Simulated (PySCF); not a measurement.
# How the method changes the constants of BF

State: ¹Σ⁺ (singlet), closed shell. Set-up: PySCF, no relativity, basis sets B def2-TZVPP, F def2-TZVPP. De refers to B + F in their high-spin ground configurations, without counterpoise correction. A positive dipole means B(−)F(+).

```json
{"Level": "RHF", "Re (Å)": "1.249", "ωe (cm⁻¹)": "1495", "De (eV)": "5.94", "μ (D)": "0.95"}
{"Level": "RHF-MP2", "Re (Å)": "1.269", "ωe (cm⁻¹)": "1409", "De (eV)": "8.07", "μ (D)": "n/a"}
{"Level": "RHF-SCS-MP2", "Re (Å)": "1.269", "ωe (cm⁻¹)": "1409", "De (eV)": "7.85", "μ (D)": "n/a"}
{"Level": "RHF-CCSD", "Re (Å)": "1.269", "ωe (cm⁻¹)": "1412", "De (eV)": "7.53", "μ (D)": "n/a"}
{"Level": "RHF-CCSD(T)", "Re (Å)": "1.273", "ωe (cm⁻¹)": "1396", "De (eV)": "7.70", "μ (D)": "n/a"}
{"Level": "PBE", "Re (Å)": "1.276", "ωe (cm⁻¹)": "1354", "De (eV)": "8.10", "μ (D)": "1.03"}
{"Level": "PBEsol", "Re (Å)": "1.272", "ωe (cm⁻¹)": "1371", "De (eV)": "8.46", "μ (D)": "1.07"}
{"Level": "r²SCAN", "Re (Å)": "1.267", "ωe (cm⁻¹)": "1397", "De (eV)": "7.83", "μ (D)": "1.08"}
{"Level": "PBE0", "Re (Å)": "1.263", "ωe (cm⁻¹)": "1416", "De (eV)": "7.78", "μ (D)": "1.01"}
{"Level": "r²SCAN0", "Re (Å)": "1.258", "ωe (cm⁻¹)": "1438", "De (eV)": "7.56", "μ (D)": "1.03"}
{"Level": "M06", "Re (Å)": "1.258", "ωe (cm⁻¹)": "1442", "De (eV)": "7.97", "μ (D)": "0.99"}
{"Level": "HSE06", "Re (Å)": "1.263", "ωe (cm⁻¹)": "1412", "De (eV)": "7.75", "μ (D)": "1.00"}
{"Level": "MN15", "Re (Å)": "1.269", "ωe (cm⁻¹)": "1419", "De (eV)": "8.18", "μ (D)": "0.94"}
```

(1) Which functional lies closest to RHF-CCSD(T) in De, which farthest, and by how much do they differ from it?

(2) What does a quarter of exact exchange do here, going from PBE to PBE0?

(3) What does the step from GGA to meta-GGA do here, going from PBE to r²SCAN?

Correlated steps freeze 2 core orbitals. Where the molecule has an RHF reference, its open-shell atoms are computed with UHF.

Answers

(1) Closest is HSE06 (-1.0 pm in Re, +1.1 % in ωe, +0.05 eV in De against RHF-CCSD(T) in the same basis), farthest PBEsol (-0.1 pm in Re, -1.8 % in ωe, +0.76 eV in De). CCSD(T) converges more slowly with the basis than the functionals do and binds too weakly in this one, so the order can change at the basis-set limit.

(2) PBE0 less PBE: -1.3 pm in Re, +4.6 % in ωe, -0.32 eV in De. Exact exchange removes part of the self-interaction that spreads semilocal densities, and in most molecules shortens and stiffens the bond and lowers De; so it does here.

(3) r²SCAN less PBE: -0.9 pm in Re, +3.2 % in ωe, -0.27 eV in De.
